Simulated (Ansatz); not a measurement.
Reaction (formal hydrolysis of a C–Cl bond): `CCC(F)Cl` + H₂O → `CCC(O)F` + HCl

Gas-phase electronic energies from Ansatz, PBE0-D4/def2-TZVP geometries. CCSD(T)/CBS is the MP2 limit (def2-TZVPP, def2-QZVPP) plus CCSD(T) − MP2 in def2-TZVPP, frozen cores. This one scheme is used for every species. DFT in def2-TZVPP. Each species was taken in one conformer, which may not be the lowest.

```json
{"level": "PBE-D4", "ΔE (kcal/mol)": "-2.2"}
{"level": "B97M-V", "ΔE (kcal/mol)": "-3.8"}
```

Question: What does CCSD(T)/CBS give? (Best estimate.)

Answer: Computed: -1.9 kcal/mol. The listed levels differ from it by -0.3, -1.9 kcal/mol.

Largest T1 diagnostic among the species: 0.010.

In def2-TZVPP, CCSD(T) changes the Hartree–Fock value by +2.5 kcal/mol (the triples alone add +0.6 kcal/mol) and MP2 by +4.0 kcal/mol. At CCSD(T), def2-SVP lies −6.6 kcal/mol from the extrapolated value and def2-TZVPP −1.6 kcal/mol. From BLYP to BHLYP (50 % exact exchange), in def2-TZVPP and without D4, ΔE moves by −1.5 kcal/mol.

CCSD(T)/CBS has its own doubt, a few kJ/mol and more with outer-core shells, so smaller differences from it don't rank the levels.
